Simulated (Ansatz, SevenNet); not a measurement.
For rock-salt CdO, the machine-learned potential SevenNet-0 (trained on PBE and PBE+U data) gives:

| Item | Value |
|---|---|
| lattice parameter a | 4.783 Å |
| bulk modulus B0 | 133 GPa |
| elastic constant C11 | 187 GPa |
| elastic constant C44 | 46.4 GPa |
| polycrystal shear modulus | 43.9 GPa |

### Question
What does HSE06 in Ansatz (PAW) give for the same quantities?

### Answer

- lattice constant a: 4.706 Å (drops by 1.6 %)
- bulk modulus: 145 GPa (rises by 9.0 %)
- elastic constant C11: 209 GPa (increases by 12 %)
- elastic constant C44: 57.1 GPa (increases by 23 %)
- Voigt–Reuss–Hill shear modulus: 53.3 GPa (grows by 21 %)

For comparison: lattice constant a 4.696 Å (measured, temperature not stated, no zero-point or thermal correction; as tabulated in Gopal et al. (2015), doi:10.1103/physrevb.91.245202); bulk modulus 147 GPa (measured, temperature not stated, not corrected to a static lattice; as tabulated in Gopal et al. (2015), doi:10.1103/physrevb.91.245202).

Changes are worked out from the printed values.

Unless a cell is named, each level is at its own relaxed cell (SevenNet-0 13.68, HSE06 13.02 Å³/atom).

Ansatz's density-functional and Hartree–Fock values are scalar-relativistic unless marked +SOC, with PAW data made under PBE.

Ansatz is a quantum-chemistry and plane-wave program.
